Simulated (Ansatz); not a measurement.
Species: C$_{2}$H$_{5}$O, charge 0, multiplicity 2. It need not be the lowest isomer of its formula. SMILES: [CH2]CO
Structure (B3LYP-D3(BJ)/def2-TZVP (Ansatz, a first-principles code) minimum search):
```
C
H 1 1.1010
H 1 1.1057 2 106.08
O 1 1.4249 2 111.01 3 -119.53
H 4 0.9624 1 108.67 2 66.28
C 1 1.4752 2 110.17 3 119.22
H 6 1.0801 1 119.73 2 144.26
H 6 1.0803 7 119.67 1 -172.83
```
Charge 0, spin multiplicity 2.

Quantity: atomisation energy (electronic, to ground-state atoms), in kcal/mol. Cores are frozen in the correlated levels unless marked. Open shells are spin-unrestricted. No spin-orbit coupling. Non-relativistic. The coupled-cluster limit lacks core correlation, which all-electron functionals hold. CBS marks a two-point X^-3 extrapolation of the correlation energy; Hartree-Fock from the larger set. The bracket is a focal-point correction in the basis named.

```tsv
level	program	atomisation energy (kcal/mol)
HF/6-31G	Ansatz	472.4
PBE-D4/def2-TZVPD	Ansatz + dftd4	716.2
```

**Question.** Estimate the value at RI-MP2/CBS(cc-pVTZ,cc-pVQZ)+[CCSD(T)-MP2]/cc-pVTZ as computed with Ansatz.

**Answer.** 700.0 kcal/mol
